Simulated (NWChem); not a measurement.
The numbers come from NWChem runs, not from measurements. System: formic acid (CH₂O₂), charge 0, spin multiplicity 1, at a geometry optimised with B3LYP/def2-SVP. Level: MP2/cc-pVTZ, 3 core orbitals frozen.

Job file:

```
start mol
memory heap 200 mb stack 900 mb global 1100 mb
geometry units angstroms nocenter noautoz
  O      0.747088     0.832669     0.000000
  C      0.176815    -0.380089     0.000000
  O     -1.003952    -0.588672     0.000000
  H      0.027626     1.490420     0.000000
  H      0.966390    -1.161861     0.000000
  symmetry group Cs
end
basis spherical
  * library cc-pvtz
end
scf
  rhf
  nopen 0
  maxiter 100
  thresh 1e-7
  semidirect memsize 60000000 filesize 0
end
mp2
  freeze core 3
end
task mp2 energy
```

Part of the output:

```
             Northwest Computational Chemistry Package (NWChem) 7.3.0
             --------------------------------------------------------

                                NWChem Input Module
                                -------------------

 Scaling coordinates for geometry "geometry" by  1.889725989
 (inverse scale =  0.529177249)

 Turning off AUTOSYM since
 SYMMETRY directive was detected!

                             Geometry "geometry" -> ""
                             -------------------------

 Output coordinates in angstroms (scale by  1.889725989 to convert to a.u.)

  No.       Tag          Charge          X              Y              Z
 ---- ---------------- ---------- -------------- -------------- --------------
    1 O                    8.0000     0.74708800     0.83266900     0.00000000
    2 C                    6.0000     0.17681500    -0.38008900     0.00000000
    3 O                    8.0000    -1.00395200    -0.58867200     0.00000000
    4 H                    1.0000     0.02762600     1.49042000     0.00000000
    5 H                    1.0000     0.96639000    -1.16186100     0.00000000

 Effective nuclear repulsion energy (a.u.)      70.2315508159

            Nuclear Dipole moment (a.u.)
            ----------------------------
        X                 Y               Z
 ---------------- ---------------- ----------------
    -0.0000113384     0.0000018897     0.0000000000

      Symmetry information
      --------------------

 Group name             Cs
 Group number              2
 Group order               2
 No. of unique centers     5

      Symmetry unique atoms

     1    2    3    4    5


 Summary of "ao basis" -> "" (spherical)
 ------------------------------------------------------------------------------
       Tag                 Description            Shells   Functions and Types
 ---------------- ------------------------------  ------  ---------------------
 *                          cc-pvtz                   on all atoms

 Summary of "ao basis" -> "ao basis" (spherical)
 ------------------------------------------------------------------------------
       Tag                 Description            Shells   Functions and Types
 ---------------- ------------------------------  ------  ---------------------
 O                          cc-pvtz                 10       30   4s3p2d1f
 C                          cc-pvtz                 10       30   4s3p2d1f
 H                          cc-pvtz                  6       14   3s2p1d

                                 NWChem SCF Module
                                 -----------------

  ao basis        = "ao basis"
  functions       =   118
  atoms           =     5
  closed shells   =    12
  open shells     =     0
  charge          =   0.00
  wavefunction    = RHF
  use symmetry    = T
  symmetry adapt  = T

 Summary of "ao basis" -> "ao basis" (spherical)
 ------------------------------------------------------------------------------
       Tag                 Description            Shells   Functions and Types
 ---------------- ------------------------------  ------  ---------------------
 O                          cc-pvtz                 10       30   4s3p2d1f
 C                          cc-pvtz                 10       30   4s3p2d1f
 H                          cc-pvtz                  6       14   3s2p1d

      Symmetry analysis of basis
      --------------------------

        a'         80
        a"         38

 Forming initial guess at       0.1s
[...]
     4     -0.759305  1 O  s                 42     -0.600658  2 C  py
    12     -0.520578  1 O  py                11      0.295362  1 O  px
    41      0.238061  2 C  px                92      0.237669  4 H  s

 Vector   14  Occ=0.000000D+00  E= 1.622451D-01  Symmetry=a"
              MO Center=  8.2D-02, -4.4D-01,  1.5D-15, r^2= 2.0D+00
   Bfn.  Coefficient  Atom+Function         Bfn.  Coefficient  Atom+Function
  ----- ------------  ---------------      ----- ------------  ---------------
    43      0.783867  2 C  pz                73     -0.499527  3 O  pz
    40      0.334345  2 C  pz                13     -0.307131  1 O  pz
    37      0.238563  2 C  pz                70     -0.219544  3 O  pz
    67     -0.195558  3 O  pz

 Vector   15  Occ=0.000000D+00  E= 1.696346D-01  Symmetry=a'
              MO Center=  1.3D+00, -1.4D+00, -3.7D-16, r^2= 3.9D+00
   Bfn.  Coefficient  Atom+Function         Bfn.  Coefficient  Atom+Function
  ----- ------------  ---------------      ----- ------------  ---------------
   107      2.726269  5 H  s                 34     -2.308245  2 C  s
    41     -0.853191  2 C  px                42      0.768385  2 C  py
    93      0.400257  4 H  s                 12     -0.300526  1 O  py
    38     -0.207813  2 C  px                39      0.208755  2 C  py
    72     -0.199312  3 O  py               112      0.169789  5 H  py

 center of mass
 --------------
 x =  -0.04045761 y =  -0.01344125 z =   0.00000000

 moments of inertia (a.u.)
 ------------------
          78.431883560875         -62.491702022535           0.000000000000
         -62.491702022535          94.079877218821           0.000000000000
           0.000000000000           0.000000000000         172.511760779697

  Mulliken analysis of the total density
  --------------------------------------

    Atom       Charge   Shell Charges
 -----------   ------   -------------------------------------------------------
    1 O    8     8.33   1.95  1.01  0.23  0.53  1.26  2.20  1.12  0.00  0.02  0.00
    2 C    6     5.63   1.96  0.80  0.17  0.19  0.75  1.21  0.28  0.06  0.19  0.02
    3 O    8     8.39   1.95  1.01  0.23  0.55  1.24  2.15  1.21  0.00  0.03  0.00
    4 H    1     0.74   0.24  0.38  0.05  0.02  0.05  0.01
    5 H    1     0.91   0.26  0.52  0.11  0.01  0.01  0.00

       Multipole analysis of the density wrt the origin
       ------------------------------------------------

     L   x y z        total         open         nuclear
     -   - - -        -----         ----         -------
     0   0 0 0     -0.000000      0.000000     24.000000

     1   1 0 0      0.580515      0.000000     -0.000011
     1   0 1 0      0.341434      0.000000      0.000002
     1   0 0 1     -0.000000      0.000000      0.000000

     2   2 0 0    -15.210472      0.000000     48.747652
     2   1 1 0     -3.004113      0.000000     29.353200
     2   1 0 1      0.000000      0.000000      0.000000
     2   0 2 0    -10.644042      0.000000     45.556274
     2   0 1 1      0.000000      0.000000      0.000000
     2   0 0 2    -12.519611      0.000000      0.000000

                   NWChem MP2 Semi-direct Energy/Gradient Module
                   ---------------------------------------------

  Basis functions       =    118
  Molecular orbitals    =    118
  Frozen core           =      3
  Frozen virtuals       =      0
  Active alpha occupied =      9
  Active beta occupied  =      9
  Active alpha virtual  =    106
  Active beta virtual   =    106
  Use MO symmetry       = T
  Use skeleton AO sym   = T

  AO/Fock/Back tols     =   1.0D-09  1.0D-09  1.0D-09

 GA uses MA = F    GA memory limited = T

 Available:
  local mem=  1.26D+08
 global mem=  1.44D+08
 local disk=  0.00D+00
  mp2_memr nvloc                   106
  nvloc new                   106
   1 passes of   9:        5242880                      76085                  22797194.
   1 passes of   9: M    126152414           G      144151352           F     120909534.

 Semi-direct pass number   1 of   1  for RHF alpha+beta  at        4.2s
  vrange nnbf                  7021
  mp2_eaftype                    86  avail_ma_in_mb                  1099
 EAF : mp2_eaftype filesize          86   11398597.
  mp2_eaf for mointskh                     86
Node 0 wrote     53.6 Mb in      0.0 s     Agg I/O rate:  2802.9 Mb/s
 Done moints_semi at        8.0s
  mp2_eaftype                    86  avail_ma_in_mb                  1013
 EAF : mp2_eaftype filesize          86   11398597.
  mp2_eaf for kh                    86
 Done maket at        8.3s
 Done multipass loop at        8.3s

          -------------------------------------------
          SCF energy                -188.840623710932
          Correlation energy          -0.630188963817
          Singlet pairs               -0.387868409707
          Triplet pairs               -0.242320554110
          Total MP2 energy          -189.470812674748
          -------------------------------------------

          ---------------------------------------------------
                    Spin Component Scaled (SCS) MP2
          Same spin pairs                     -0.161547036073
          Same spin scaling factor             0.333333333333
          Opposite spin pairs                 -0.468641927743
          Opposite spin scaling fact.          1.200000000000
          SCS-MP2 correlation energy          -0.616219325316
          Total SCS-MP2 energy              -189.456843036248
          ---------------------------------------------------

 -----------------------
 Performance information
 -----------------------

 Timer overhead =  1.57D-07 seconds/call

               Nr. of calls         CPU time (s)                 Wall time (s)                GFlops
             ---------------    -------------------     ------------------------------   -------------------
Name         Min   Avg   Max    Min     Avg     Max     Min     Avg     Max   Mx/calls   Min     Max     Sum
mp2: moin     1     1     1    3.8     3.8     3.8      3.8     3.8     3.8     3.8      0.0     0.0     0.0
mp2: make     1     1     1   0.23    0.23    0.23     0.23    0.23    0.23    0.23      0.0     0.0     0.0
mp2: tota     1     1     1    4.1     4.1     4.1      4.1     4.1     4.1     4.1      0.0     0.0     0.0

 The average no. of pstat calls per process was 3.00D+00
 with a timing overhead of 4.70D-07s

 Task  times  cpu:        8.2s     wall:        8.2s

 Total times  cpu:        8.3s     wall:        8.3s
```
